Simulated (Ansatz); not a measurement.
Molecule: NaCl, charge 1, multiplicity 2. 
Geometry from a B3LYP-D3(BJ)/def2-TZVP (Ansatz, a first-principles code) optimisation:
```xyz
2

Na     0.0000     0.0000    -1.7076
Cl     0.0000     0.0000     1.1049
```
Charge +1, spin multiplicity 2.

Total electronic energies in hartree. Cores are frozen in the correlated levels unless marked. UHF or UKS for open shells. Spin-orbit coupling is left out. Non-relativistic. FCI takes restricted orbitals. Basis-set limits of correlation are two-point, X^-3; Hartree-Fock from the larger set. [CCSD(T)-MP2]/basis is that difference in the basis named.

| level | program | energy (Eh) |
|---|---|---|
| HF/STO-3G | Ansatz | -614.33982 |
| HF/def2-SVP | Ansatz | -620.94555 |
| HF/def2-TZVPP | Ansatz | -621.15679 |
| HF/def2-TZVPPD | Ansatz | -621.15744 |
| PBE0/STO-3G | Ansatz | -615.06054 |
| PBE0-D3(BJ)/def2-TZVP | Ansatz + dftd3 | -621.99141 |
| PBE0-D3(BJ)/def2-TZVPD | Ansatz + dftd3 | -621.99200 |
| PBE0-D4/def2-TZVPD | Ansatz + dftd4 | -621.99179 |
| r2SCANh/def2-TZVPD | Ansatz | -622.18153 |
| r2SCAN0-D4/def2-TZVPD | Ansatz + dftd4 | -622.17711 |
| B2GP-PLYP/def2-TZVPD | Ansatz | -621.91650 |
| B2PLYP-D4/def2-TZVPD | Ansatz + dftd4 | -622.00082 |
| MP2/def2-SVPD | Ansatz | -621.06981 |
| RI-MP2/def2-TZVPP | Ansatz | -621.31562 |
| RI-MP2/CBS(def2-TZVPP,def2-QZVPP) | Ansatz | -621.3652 |
| SCS-MP2/def2-TZVPP | Ansatz | -621.31553 |
| CCSD(T)/def2-QZVPP | Ansatz | -621.38253 |
| FCI/6-31G | Ansatz | -621.13999 |
| RI-MP2/CBS(def2-TZVPPD,def2-QZVPPD)+[CCSD(T)-MP2]/def2-SVPD | Ansatz | -621.3847 |
| RI-MP2/CBS(def2-TZVPP,def2-QZVPP)+[CCSD(T)-MP2]/def2-TZVPP | Ansatz | -621.3945 |
| RI-MP2/CBS(def2-TZVPPD,def2-QZVPPD)+[CCSD(T)-MP2]/def2-TZVPPD | Ansatz | -621.3944 |
| RI-MP2/CBS(def2-TZVPPD,def2-QZVPPD)+[CCSD(T)-MP2]/def2-QZVPPD | Ansatz | -621.3946 |
| CCSD(T)/CBS(def2-TZVPPD,def2-QZVPPD) | Ansatz | -621.3949 |

Totals of different functionals don't rank their quality; only differences between species are comparable.
